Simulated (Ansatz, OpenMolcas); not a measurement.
## C2H6S (ethanethiol): from total energies to a heat of formation

C2H6S: 9 atoms, total charge 0, spin state singlet. As SMILES, `CCS`. The coordinates come from a PBE0-D4/def2-TZVP relaxation. This is one conformer, not always the lowest.

```xyz
9

C    -0.6811    0.3526   -0.5821
C     0.6395   -0.2219   -0.1150
S     0.5392   -1.1322    1.4494
H    -1.4350   -0.4304   -0.6790
H    -0.5642    0.8444   -1.5524
H    -1.0582    1.0945    0.1256
H     1.0152   -0.9605   -0.8274
H     1.4040    0.5524   -0.0283
H     0.1407   -0.0990    2.2092
```

Total energies at TPSS/def2-SVPD (OpenMolcas 26.06); the atoms run unrestricted:

| species | state | energy (Eh) |
| --- | --- | --- |
| C2H6S | singlet | -477.881804 |
| C | triplet | -37.821325 |
| S | triplet | -398.004616 |
| H | doublet | -0.499258 |

Harmonic wavenumbers at PBE0-D4/def2-TZVP, in cm⁻¹: 210, 258, 330, 678, 738, 875, 997, 1074, 1124, 1279, 1304, 1404, 1469, 1481, 1489, 2705, 3046, 3072, 3110, 3120, 3141.

Measured heats of formation of the gaseous atoms at 298.15 K, in kJ/mol: C 716.9, S 277.0, H 218.0. Spin-orbit lowering of the atoms at 298 K (mean of the ground term's levels less their thermal mean, from spectra), in kJ/mol: C 0.02, S 1.88. Take 1 Eh = 2625.50 kJ/mol, 1 cm⁻¹ = 0.0119627 kJ/mol, RT = 2.479 kJ/mol.

Problem. Work out the heat of formation of the gas at 298 K.

Solution. 
1. Electronic atomisation energy: 2 × (-37.821325) + (-398.004616) + 6 × (-0.499258) − (-477.881804) = 1.238990 Eh = 3253.0 kJ/mol.
2. Zero-point energy: half the sum of the wavenumbers, 16452 cm⁻¹ = 196.8 kJ/mol.
3. Thermal vibrational enthalpy, Σ hcν̃/(exp(hcν̃/kT) − 1): 4.8 kJ/mol. Translation, rotation and pV of a non-linear molecule: 4 RT = 9.9 kJ/mol.
4. The 9 free atoms carry 5/2 RT each: 55.8 kJ/mol.
5. Spin-orbit coupling lowers the free atoms by 2 × 0.02 + 1.88 = 1.9 kJ/mol.
6. Atomisation enthalpy at 298 K: 3253.0 − 1.9 − 196.8 − 4.8 − 9.9 + 55.8 = 3095.4 kJ/mol.
7. Sum of the atoms' heats of formation: 3018.8 kJ/mol. Heat of formation: 3018.8 − 3095.4 = -76.6 kJ/mol.

The tabulated value is -46.1 kJ/mol (CRC Handbook of Chemistry and Physics), so this level is off by -30.5 kJ/mol, or 1.0 % of the atomisation enthalpy that the table implies (3064.8 kJ/mol). Anharmonicity and any spin-orbit splitting of the molecule are left out.
